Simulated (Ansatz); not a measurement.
# Sr3Cl: from a trial structure to a relaxed crystal

Computed with DFT PBE, scalar-relativistic, plane waves, PAW in Ansatz 0.2.0. Cutoff 420 eV, Γ-centred k mesh, Gaussian smearing, no spin polarisation in the final step.

The start puts Sr3Cl on the Cu3Au (L1_2) structure type (Pm-3m, No. 221), with Cl in place of Au, Sr in place of Cu, at a guessed volume.

```yaml
crystal:
  lattice:
    - [4.94412, 0.00000, 0.00000]
    - [0.00000, 4.94412, 0.00000]
    - [0.00000, 0.00000, 4.94412]
  atoms:
    - { symbol: Sr, position: [0.00000, 0.50000, 0.50000] }
    - { symbol: Sr, position: [0.50000, 0.00000, 0.50000] }
    - { symbol: Sr, position: [0.50000, 0.50000, 0.00000] }
    - { symbol: Cl, position: [0.00000, 0.00000, 0.00000] }
```

Cell and atoms relax at zero pressure; the relaxation can't lower the symmetry of the start. After a coarse first stage the cell is made exact in the group found at 0.06 Å.

Formation energies are uncorrected and refer to the elements' standard structures at the same level (Cl₂ as a molecule).

Q: Describe the relaxed structure.

A: It keeps Pm-3m (No. 221). The result has the Cu3Au (L1_2) structure. Conventional cell: a = 5.763 Å. Sr has 4 Cl at 4.07 Å and 8 Sr at 4.07 Å; Cl has 12 Sr at 4.07 Å.

```cif
data_structure
_symmetry_space_group_name_H-M 'Pm-3m'
_symmetry_Int_Tables_number 221
_cell_length_a 5.7626
_cell_length_b 5.7626
_cell_length_c 5.7626
_cell_angle_alpha 90.000
_cell_angle_beta 90.000
_cell_angle_gamma 90.000
_cell_volume 191.36
loop_
_atom_site_label
_atom_site_type_symbol
_atom_site_symmetry_multiplicity
_atom_site_Wyckoff_symbol
_atom_site_fract_x
_atom_site_fract_y
_atom_site_fract_z
_atom_site_occupancy
Sr1 Sr 3 c 0.00000 0.50000 0.50000 1
Cl1 Cl 1 a 0.00000 0.00000 0.00000 1
```

Q: What are its volume, energy, density and gap?

A: The volume per atom is 47.84 Å³, the density is 2.59 g/cm³ and the energy over the elements is -0.36 eV/atom. The gap on the 8×8×8 mesh is 0 eV (a metal).

The final run used a 8×8×8 mesh on its 4-atom cell and 0.10 eV smearing. For metals, differences of a few meV/atom aren't resolved. Symmetry constrained the relaxation, so the result can be a saddle point. The steps took of the order of 50 core-seconds in all.

Cost: 3 runs of about 0.89 core-minutes in all, on Arm Neoverse V2 (shared hosts).